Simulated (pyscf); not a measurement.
Optimised with ωB97X-D3(BJ)/def2-SVP in PySCF.

Task: Estimate the classical barrier height and the reaction energy of •HN–SiH₂–NH₂ + ammonia (NH₃) → H₂N–SiH₂–NH₂ + amino radical (NH₂•) at ωB97M-D3(BJ)/def2-TZVP. The step runs on the doublet surface, breaks H–N and forms H–N; take the separated reactants as zero.

Result: ΔE‡ = 8.6 kcal/mol, ΔE = -2.8 kcal/mol. Zero-point energy shifts the barrier by -0.7 kcal/mol. It is a hydrogen abstraction, with an imaginary mode of 1771i cm⁻¹. •HN–SiH₂–NH₂ lies 18.4 kcal/mol over its isomer H₂N–SiH•–NH₂ (electronic energy, ωB97M-D3(BJ)/def2-TZVP). This is the saddle that the search found; another between the same sides may lie lower. The angle at the transferred H is 150°.
